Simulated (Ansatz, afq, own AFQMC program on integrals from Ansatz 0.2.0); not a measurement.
## Where AFQMC and coupled cluster stand for B, doublet

A free B atom.

Basis aug-cc-pVTZ. Noble-gas cores (and the filled d shells of Ga–Kr and In–Xe) are frozen. Integrals, coupled cluster, full CI and functionals: Ansatz 0.2.0; the random walks run on the same integrals in our own AFQMC program. The CISD trial takes its coefficients from CCSD amplitudes. Released means that phaseless walkers are propagated on without the constraint, phases kept. Free projection: walkers drawn from exp(T), propagated without any constraint. Its projection time is finite, and what remains of the start isn't in its error. Uncertainties: one standard error, sampling alone.

Determinant: UHF, the one that the program's search chose, which needn't be the lowest solution.

Full CI on the same integrals is exact in this basis and with this determinant's frozen core.

Cautions: the ph-AFQMC/HF walk drifts between its halves (3.0 errors).

The T1 diagnostic is 0.0144, the weight of the determinant in the CISD state is 0.931 and the ⟨S²⟩ of the determinant is 0.761. The size of the correlated space is 3 electrons in 45 orbitals.

Reference: full CI, correlation energy -1.816 eV. The released energy is read at 1.00 1/Eh, later times being too noisy (meV from the phaseless value at times in 1/Eh: 0.0 ± 0.8 at 0.24, -2.7 ± 2.1 at 0.50, -2.1 ± 0.6 at 1.00, -13 ± 10 at 1.50).

```tsv
level	E − E(reference) (kcal/mol)	share of correlation (%)
HF	41.87	0.00
MP2	14.00	66.55
CCSD	1.13	97.30
CCSD(T)	0.28	99.34
ph-AFQMC/HF	3.23 ± 0.21	92.29
ph-AFQMC/CISD	0.13 ± 0.02	99.69
released AFQMC	0.08 ± 0.01	99.81
free AFQMC	-0.02 ± 0.009	100.04
```

Free projections are given only where their last times agree within the noise and don't stop above the reference; a slow remainder of the start can still hide under it. A walk keeps the symmetry of its determinant, which the program's search chose and which needn't be the lowest solution, so a lower state of the same spin and another symmetry isn't excluded. Released energies are given only where the last usable release times agree within the noise; a slower fall can still hide under it.
